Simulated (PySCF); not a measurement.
Computed NMR parameters against published values

Geometry:
```tsv
atom	x (Å)	y (Å)	z (Å)
C1	-1.429	0.152	-0.015
N2	-0.002	0.003	-0.015
C3	0.726	-1.145	-0.096
N4	1.996	-0.884	-0.034
N5	2.137	0.444	0.093
C6	0.950	0.969	0.105
H7	-1.697	1.113	-0.453
H8	-1.879	-0.648	-0.603
H9	-1.823	0.105	1.003
H10	0.295	-2.119	-0.202
H11	0.732	2.013	0.191
```

PySCF 2.14.0 with density-fitted response routines calculation with GFN2-xTB geometry and PBE0/pcSseg-1 with gauge-including orbitals; a single conformation, relativity neglected, equivalent nuclei averaged, in vacuum.

Reference values: measured (solution, cyclohexane; M. Witanowski, Z. Biedrzycka, W. Sicinska, Z. Grabowski, J. Magn. Reson. 131 (1998) 54).
```tsv
atoms	quantity	reference	computed	computed, scaled
N4/N5	δ 15N vs neat liquid CH3NO2	-47.0	–	-53.4
N2	δ 15N vs neat liquid CH3NO2	-226.0	–	-222.7
```

Computed shifts are σ(ref) − σ with the named reference compound (TMS for H and C) calculated as an isolated molecule at the same level. The measured values may be among those fitted. Shieldings were converted by a linear fit to measured shifts: 15N: δ = -148.07 − 0.921σ (rms 6.3 ppm, 71 shifts vs CH3NO2, solution or neat liquid). Occasional misses reach two or three times the rms, and more in compound classes unlike the fitted ones.
